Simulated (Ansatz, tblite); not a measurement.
Forces on MgO₂H₂ at its B3LYP-D4/def2-TZVP geometry. Total charge 0; singlet.

The xTB rows come from tblite. Correlated methods freeze 3 core orbitals; core or outer-core shells of Mg are correlated, in sets that lack core-valence functions. The structure comes from a short search, and lower isomers may exist.

GFN1-xTB (tblite), largest force 1.02 eV/Å:

```xyz
5
positions Å, forces eV/Å
Mg    0.006    0.011   -0.011    0.005   -0.033    0.019
O    -0.671    1.086    1.220    0.210   -0.676   -0.734
O     0.677   -1.051   -1.261   -0.224    0.723    0.686
H    -0.667    1.765    1.885    0.120    0.044    0.006
H     0.654   -1.811   -1.833   -0.111   -0.058    0.023
```

GFN2-xTB (tblite), largest force 0.80 eV/Å:

```
Mg -0.003 0.011 0.037
O -0.190 -0.593 -0.504
O 0.158 0.617 0.400
H 0.371 -0.074 -0.175
H -0.335 0.039 0.243
```

PBE-QIDH/def2-TZVP (Ansatz), largest force 0.38 eV/Å:

```
Mg -0.004 0.004 -0.004
O 0.086 0.163 0.139
O -0.095 -0.202 -0.092
H -0.009 -0.274 -0.266
H 0.022 0.308 0.223
```
